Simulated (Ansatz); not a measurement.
Consider Nb in the bcc (W type) structure (space group Im-3m, No. 229; a = 3.3096 Å).

The values are results of PBE in Ansatz (plane waves to 420 eV, PAW, no spin-orbit coupling), not measurements.

The change: every Nb is replaced by Mo; the structure is relaxed again.

Measured lattice parameter a: Nb 3.294 Å (static lattice; corrected from measurement; as listed in Daniel Mejia-Rodriguez, S. B. Trickey, Phys. Rev. B (2018)); Mo 3.141 Å (static lattice; corrected from measurement; as listed in Daniel Mejia-Rodriguez, S. B. Trickey, Phys. Rev. B (2018)).

How well does PBE reproduce the measured shift?

With PBE the lattice parameter a moves by -0.149 Å (3.310 → 3.161) against -0.153 Å measured.

No phonon test of stability was made. The final runs are not spin-polarised.

Ansatz is a program for electronic structure.
